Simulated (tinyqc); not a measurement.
Worked calculation: LCCD on RHF in the sto-3g basis, for CH3+, spin multiplicity 1. One step of it, computed by the program tinyqc.

Question. Iteration 7 (converged): orbitals. Diagonalise F' = X^T F X, C = X C', fill 4 alpha and 4 beta electrons from the bottom; D = 2 C_occ C_occ^T. Each column has its largest component positive (the first on a tie).

converged F (hartree), lower triangle:
```
             1C 1s      1C 2s     1C 2px     1C 2py     1C 2pz      2H 1s      3H 1s      4H 1s
1C 1s   -11.565990
1C 2s    -3.093390  -1.903432
1C 2px    0.000004   0.000053  -0.719636
1C 2py    0.000000   0.000000   0.000000  -0.719450
1C 2pz   -0.000106   0.002413  -0.000001   0.000000  -0.215382
2H 1s    -0.633718  -0.803230  -0.585182   0.000000   0.003270  -0.722291
3H 1s    -0.633658  -0.803178   0.292813  -0.506660   0.003270  -0.201630  -0.722257
4H 1s    -0.633658  -0.803178   0.292813   0.506660   0.003270  -0.201630  -0.201840  -0.722257
```

X, lower triangle:
```
            1C 1s      1C 2s     1C 2px     1C 2py    1C 2pz      2H 1s      3H 1s     4H 1s
1C 1s    1.028004
1C 2s   -0.160474   1.328831
1C 2px   0.000008  -0.000073   1.152349
1C 2py   0.000000   0.000000   0.000000   1.152159
1C 2pz   0.000203  -0.001987   0.000000   0.000000  1.000013
2H 1s    0.024231  -0.286591  -0.298504   0.000000  0.001876   1.202949
3H 1s    0.024233  -0.286582   0.149363  -0.258405  0.001876  -0.024686   1.202922
4H 1s    0.024233  -0.286582   0.149363   0.258405  0.001876  -0.024686  -0.024651  1.202922
```

Give: F' = X^T F X; orbital energies; coefficients C; D after iteration 7.

Answer.

F' = X^T F X (hartree), lower triangle:
```
          1        2        3        4        5        6        7        8
1  -11.3292
2   -1.5890  -0.9566
3    0.0000   0.0000  -0.4211
4    0.0000   0.0000   0.0000  -0.4212
5    0.0001  -0.0005   0.0000   0.0000  -0.2154
6   -0.0709  -0.3985  -0.4678   0.0000   0.0023  -0.2821
7   -0.0709  -0.3985   0.2340  -0.4050   0.0023  -0.0447  -0.2821
8   -0.0709  -0.3985   0.2340   0.4050   0.0023  -0.0447  -0.0447  -0.2821
```

orbital energies (hartree): MO1 -11.5716, MO2 -1.2300, MO3 -0.9095, MO4 -0.9094, MO5 -0.2154, MO6 0.1444, MO7 0.2507, MO8 0.2511

coefficients C:
```
            MO1      MO2      MO3      MO4      MO5      MO6      MO7      MO8
1C 1s    0.9932  -0.2339   0.0000   0.0000  -0.0023  -0.2079   0.0000   0.0002
1C 2s    0.0298   0.7570   0.0001   0.0000   0.0113   1.2099   0.0000  -0.0013
1C 2px   0.0000  -0.0001   0.6397   0.0000   0.0000   0.0008   0.0000   1.0259
1C 2py   0.0000   0.0000   0.0000   0.6398   0.0000   0.0000   1.0255   0.0000
1C 2pz   0.0000  -0.0017   0.0000   0.0000   0.9999  -0.0135   0.0000   0.0000
2H 1s   -0.0055   0.1790   0.4230   0.0000  -0.0046  -0.7041   0.0000  -0.9557
3H 1s   -0.0055   0.1790  -0.2115   0.3664  -0.0046  -0.7025  -0.8282   0.4790
4H 1s   -0.0055   0.1790  -0.2115  -0.3664  -0.0046  -0.7025   0.8282   0.4790
```

D after iteration 7, lower triangle:
```
          1C 1s    1C 2s   1C 2px   1C 2py   1C 2pz    2H 1s    3H 1s   4H 1s
1C 1s    2.0822
1C 2s   -0.2950   1.1478
1C 2px   0.0000   0.0001   0.8185
1C 2py   0.0000   0.0000   0.0000   0.8186
1C 2pz   0.0007  -0.0025   0.0000   0.0000   0.0000
2H 1s   -0.0946   0.2708   0.5412   0.0000  -0.0006   0.4220
3H 1s   -0.0946   0.2706  -0.2707   0.4689  -0.0006  -0.1148   0.4222
4H 1s   -0.0946   0.2706  -0.2707  -0.4689  -0.0006  -0.1148  -0.1149  0.4222
```
